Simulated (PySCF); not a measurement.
## How the method moves the proton affinities of 2-methoxypropene

Structure: `C=C(C)OC` (C4H8O). Non-hydrogen atoms are numbered in `[CH2:1]=[C:2]([CH3:3])[O:4][CH3:5]`.

All levels share the PBE0-D3(BJ)/def2-SVP structures and the PBE0-D3(BJ)/def2-SVP thermal terms; only the single-point energies (PySCF) change. Values are proton affinities (298 K, kJ/mol).

Measured (NIST Chemistry WebBook): proton affinity (−ΔH) 895 kJ/mol.

```
                  level   C1   O4   time
TPSS/def2-TZVP (grid 4)  913  781   91 s
 ωB97X-D3(BJ)/def2-TZVP  914  781      –
     ωB97X-D3(BJ)/6-31G  914  808  4.5 s
  ωB97X-D3(BJ)/def2-SVP  916  784  8.7 s
```

Times are wall times for all single points of a level on 1 thread of Arm Neoverse V2, a shared host; the dash marks the run that also made the structures. TPSS ran on a slower path of this set-up, which computes the density-fitting integrals anew in every SCF cycle while the other levels store them. So the times needn't show the usual order of cost, and those levels read slower than they are.

The widest spread is that of O4: 27 kJ/mol, from 781 to 808.
